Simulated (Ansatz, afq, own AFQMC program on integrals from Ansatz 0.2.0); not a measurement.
AFQMC on a folder of integrals that Ansatz 0.2.0 wrote.

```yaml
crystal:
  periodic: [false, false, false]
  atoms:
    - {symbol: Al, position_ang: [0.000000, 0.000002, 1.460462]}
    - {symbol: Al, position_ang: [0.000000, 1.197487, -0.787372]}
    - {symbol: Al, position_ang: [0.000000, -1.197488, -0.787370]}
    - {symbol: H, position_ang: [0.000000, 0.000003, 3.059176]}
basis:
  gaussian: {orbitals: cc-pVDZ}
total_charge: 1
magnetization: {spin_polarized: false, initial_magnetization: 1}
correlation: {method: ccsd_t, electrons: outside_noble_gas, hamiltonian_folder: ham}
```

```sh
$ ansatz run in.yaml --threads 1 --pin off --events-out ev --progress --plain --max-ram 1843MiB
```

afq runs on the folder ham with

```
--method phaseless --trial hf --walkers 120 --populations 1 --least-time 40 --time-step 0.005 --steps-per-block 20 --equilibration-blocks 112 --max-blocks 600 --target-error 0.00108 --factor-cut 1e-05 --start spin_pure --seed 4286 --taylor-order 6
```

Times are imaginary, in 1/Eh. The walk had a cap of 1781 s.

Output of the walk:

```
orbitals 44  electrons 5 4  factors 349 of 588
reference energy -726.03810686 Eh
CCSD correlation -0.18742941 Eh in 15 cycles, weight of the determinant in the CISD state 0.8198
energy of the start -726.038107 Eh
 block  time / (1/Eh)  mean weight  energy / Eh
     1     0.100  0.9998  -726.057470
     2     0.200  1.0016  -726.076664
     3     0.300  1.0002  -726.091437
     4     0.400  1.0002  -726.105916
     5     0.500  1.0015  -726.120605
     8     0.800  1.0011  -726.152984
    18     1.800  0.9996  -726.194081
    69     6.900  1.0001  -726.256416
   120    12.000  1.0000  -726.233770
   171    17.100  1.0001  -726.231397
   222    22.200  1.0001  -726.255392
   273    27.300  0.9992  -726.216358
   324    32.400  1.0002  -726.234399
   375    37.500  1.0008  -726.206970
   426    42.600  0.9998  -726.255578
   477    47.700  0.9987  -726.216153
   528    52.800  1.0007  -726.229905
   579    57.900  1.0007  -726.218440
   613    61.300  1.0012  -726.298406
   630    63.000  1.0001  -726.226290
   681    68.100  1.0000  -726.223682
   698    69.800  1.0000  -726.213604
blocks merged  error / Eh  count
     1  0.000602  600
     2  0.000813  300
     4  0.001095  150
     8  0.001386  75
    16  0.001688  37
    32  0.001885  18
    64  0.001427  9
energy -726.230104 +/- 0.001885 Eh
(rows thinned)
```

The run passed its tests (sampling time, drift between the halves within three errors, error under three times the target), which doesn't prove that it has relaxed.

Against this walk (error 51.3 meV) on the same determinant: CCSD(T) 188.5 meV lower, CCSDT(Q) 266.5 meV lower, a separate phaseless walk with a CISD trial and standard settings 195.4 ± 54.9 meV lower. The error is statistical and leaves out the bias of the constraint. CCSDT(Q) is the surest value here, so the walk's 267 meV above it is most likely the bias of the constraint with this trial, which can have either sign.

Cautions: constraint bias not in the error; error above the target (51.3 against 29.4 meV); higher spins were not checked; a spin-contaminated unrestricted determinant lies lower (UHF 184 meV lower, ⟨S²⟩ 1.37); (T) is large, 6 % of the CCSD correlation.

The walk took 6.3 min on 1 thread of Arm Neoverse V1 (shared host). The log's last line is the phaseless energy.

CCSDT and higher add their correlation energy to the determinant of the CCSD(T) run, since their own runs factorise the integrals more tightly (a shift of under 2 meV). A walk keeps the symmetry of its determinant, which the program's search chose and which needn't be the lowest solution, so a lower state of the same spin and another symmetry isn't excluded.
